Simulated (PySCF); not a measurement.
Acrylic acid, C3H4O2.
Atom-mapped SMILES: `[CH2:1]=[CH:2][C:3](=[O:4])[OH:5]` (hydrogens: H6, H7 on C1; H8 on C2; H9 on O5)

An MMFF94s structure was refined with PBE0-D3(BJ)/def2-SVP geometry optimisation, gas phase in PySCF. Its MMFF94s values:

| coordinate | MMFF94s |
| --- | --- |
| C1=C2 | 1.339 Å |
| C1–H6 | 1.085 Å |
| C1–H7 | 1.087 Å |
| C2–C3 | 1.469 Å |
| C2–H8 | 1.083 Å |
| C3=O4 | 1.215 Å |
| C3–O5 | 1.342 Å |
| O5–H9 | 0.980 Å |
| C1–C2–C3 | 120.6° |
| C2–C3–O4 | 127.6° |
| C2–C3–O5 | 110.0° |
| O4–C3–O5 | 122.4° |

Task: How do these coordinates change at the PBE0-D3(BJ)/def2-SVP level?

Result: 
```csv
coordinate,PBE0-D3(BJ)/def2-SVP (Å or °),change
C2–C3,1.482,+0.013
O5–H9,0.969,-0.011
C3=O4,1.205,-0.010
C2–H8,1.093,+0.010
C1–H6,1.092,+0.007
C1–H7,1.094,+0.007
C1=C2,1.334,-0.005
C3–O5,1.340,-0.002
C2–C3–O4,125.6,-2.0
C2–C3–O5,111.6,+1.6
O4–C3–O5,122.8,+0.4
C1–C2–C3,120.3,-0.3
```

The energy falls by 2.8 kJ/mol over 9 energy and gradient evaluations, the largest force component goes from 0.0134 to 9.7e-05 Eh/bohr, and the atoms move by 0.027 Å rms after alignment. The bond that changes most is C2–C3 (alkene CH carbon to carboxylic acid carbon), which lengthens by 0.013 Å. Bonds longer at the end by more than 0.005 Å: 4 of 8; shorter: 2. Rotational constants go from 10999, 4301, 3092 to 11194, 4273, 3093 MHz.

The run used 90 basis functions and 69 SCF cycles in all.

Whether it is a minimum is left open (no frequencies). The numbers are those of one conformer.

The values belong to the conformer `[CH2:1]=[CH:2][C:3](=[O:4])[OH:5]`: C1–C2–C3–O4 0°, H–O5–C3–C2 180°.
